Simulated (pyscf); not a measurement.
# Routes from H₂P–GeH₃ (SMILES [PH2][GeH3]) + H₂ (SMILES [H][H])

Candidate steps break at most two bonds and form at most two. Each was searched with GFN2-xTB (tblite) first. PySCF, gas phase, ωB97X-D3(BJ)/def2-SVP geometries. Energies: ωB97M-D3(BJ)/def2-TZVP, kcal/mol, from the separated reactants, singlet surface; ΔG‡ with ideal gas, 1 atm, RRHO with modes under 100 cm⁻¹ raised to 100, one conformer, R ln 2 for chiral ones without a mode under 150 cm⁻¹.

```tsv
products	type	ΔE‡	ΔE	ΔG‡ 298 K	ΔG‡ 900 K	ν‡ (cm⁻¹)
PH₃ + GeH₄	four-centre exchange	63.2	-0.7	71.0	88.7	1668i
H₂P–GeH₃ + H₂	four-centre exchange	77.9	0.0	85.7	103.4	2083i
```

Plain bond fissions and candidates not yet searched are not listed, and one of them may be faster. Each barrier is that of the saddle found; lower ones may exist. Elements up to Kr have no core potential and no relativistic terms here.
